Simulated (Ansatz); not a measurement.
Input for Ansatz (development build ahead of 0.2.0):

```yaml
crystal:
  periodic: [false, false, false]
  atoms:
    - { symbol: P, position_ang: [0.0, 0.0, -0.77476] }
    - { symbol: O, position_ang: [0.0, 0.0, 0.77476] }
basis:
  gaussian: { orbitals: def2-SVP }
total_charge: 1
hamiltonian:
  xc: hf
correlation:
  method: ccsd_t
  frozen_orbitals: { O: 1, P: 5 }
scf:
  omitted_lower_state_checks: [starts, atomic_configurations, cluster_reference, orbital_swaps, given_window_search, neighbouring_geometries, increment]
```

The input is written out in the form of the current development build from the run's settings.

Output:

```
Converged          : yes
Reference energy   : -415.06313 hartree
Correlation energy : -0.33589 hartree
Total energy       : -415.39902 hartree
Stability test     : minimum among restricted orbitals
```
